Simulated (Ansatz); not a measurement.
Compare A (`C=C=CCCl`) with its isomer B (`ClC1C=CC1`).

Isolated molecules relaxed with PBE0-D4/def2-TZVP in Ansatz; ΔE leaves out vibrations. CCSD(T)/CBS adds triple-zeta CCSD(T) − MP2 to the extrapolated MP2 energy (def2 sets, frozen cores). Functionals use def2-TZVPP. B3LYP here is the variant with VWN-RPA as its local correlation; programs differ in this. Each species was taken in one conformer, which may not be the lowest.

Problem. Which is lower in electronic energy at CCSD(T)/CBS, and by how much? (Estimate.)

Solution. The calculation gave: B, by 4.8 kcal/mol.

Problem. Give E(B) − E(A) in kcal/mol with PBE-D4, r2SCAN-D4, HF/def2-TZVPP, MP2/def2-TZVPP, CCSD(T)/def2-TZVPP, B3LYP, CCSD/def2-TZVPP. (Estimate.)

Solution. The calculation gave: PBE-D4 -3.2, r2SCAN-D4 -2.1, HF/def2-TZVPP -0.7, MP2/def2-TZVPP -6.8, CCSD(T)/def2-TZVPP -4.4, B3LYP 1.3, CCSD/def2-TZVPP -4.2. The order is the other way round with B3LYP.

Largest T1 diagnostic: 0.011.

The D4 term adds −1.0 kcal/mol with B3LYP and −0.5 kcal/mol with PBE0; it sums over pairs of atoms, weighted by their polarisabilities, and B3LYP, whose exchange is more repulsive, gets the larger term. In def2-TZVPP, CCSD(T) changes the Hartree–Fock value by −3.7 kcal/mol (the triples alone add −0.1 kcal/mol) and MP2 by −6.2 kcal/mol.
